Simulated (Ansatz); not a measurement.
Take MgO in the rock salt structure (space group Fm-3m, No. 225) as the base.

```
CELL_PARAMETERS angstrom
      0.00000     2.10744     2.10744
      2.10744     0.00000     2.10744
      2.10744     2.10744     0.00000
ATOMIC_POSITIONS crystal
  O  0.00000 0.00000 0.00000
  Mg 0.50000 0.50000 0.50000
```

Method: PBEsol, PAW, 420 eV (Ansatz, a quantum-chemistry and plane-wave program; spin-orbit coupling left out), earlier PAW set.

Now apply this change: every O is replaced by Se; the structure is relaxed again.

Measured lattice parameter a: MgO 4.189 Å (static lattice; corrected from measurement; as listed in Daniel Mejia-Rodriguez, S. B. Trickey, Phys. Rev. B (2018)); MgSe 5.46 Å (room temperature; as listed in M J Lucero, T M Henderson, G E Scuseria, Journal of Physics Condensed Matter (2012)).

### Question
How well does PBEsol reproduce the measured shift?

### Answer
With PBEsol the lattice parameter a moves by +1.234 Å (4.215 → 5.449) against +1.271 Å measured. The two measured values stand on different bases (one corrected, one not), which blurs small differences.

Stability against distortions was not tested.
